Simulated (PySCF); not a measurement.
# Diatomics with 22 electrons

PBE0 in PySCF with def2-TZVPP on every atom, for the lowest determinant that a PBE0 search found; no spin–orbit coupling. All have 22 electrons, 10 of them in the valence shells, and the same state, a singlet (closed shell). For ions De leads to the atom and ion picked by measured ionisation energies and electron affinities.

```
species  difference of nuclear charges  Re (Å)  ωe (cm⁻¹)  k (mdyn/Å)  De (eV)  dissociates to  Mayer bond order
    AlF                              4   1.664        785        4.04     6.76          Al + F              1.05
    SiO                              6   1.508       1274        9.73     7.90          Si + O              2.25
     PN                              8   1.479       1428        11.6     5.98           P + N              2.89
    BCl                             12   1.718        841        3.49     5.33          B + Cl              1.44
```

(1) Which member of the whole set has the stiffest bond, and how does it compare with the softest?

## Answers

(1) PN with k = 11.6 mdyn/Å, 3.3 times that of BCl.
